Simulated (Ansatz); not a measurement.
Basis-set extrapolation for C$_{4}$H$_{8}$F$_{2}$ (`CC(CF)CF`) (PBE0-D4/def2-TZVP geometry, frozen core, Ansatz). Multiplicity 1, RHF reference.

```csv
,def2-TZVPP,def2-QZVPP
HF,-355.151093,-355.166951
MP2 correlation,-1.189767,-1.282367
CCSD(T) correlation,-1.276160,not run
```

Energies in hartree. Use E(X) = E(∞) + A·exp(−7.88·√X) for Hartree–Fock and E(X) = E(∞) + B·X^(−2.97) for correlation, with X = 3 and 4, and add CCSD(T) minus MP2 of the smaller set to the MP2 limit.

Q: What is the CCSD(T) energy at the basis-set limit?

A: HF limit: -355.166951 + (-0.015858) × 0.13774 = -355.16914. MP2 limit: -1.282367 + (-0.092600) × 0.74074 = -1.35096. Higher-order term: -1.276160 − (-1.189767) = -0.08639. Total: -356.60649 hartree, 4.88 eV below CCSD(T)/def2-TZVPP.
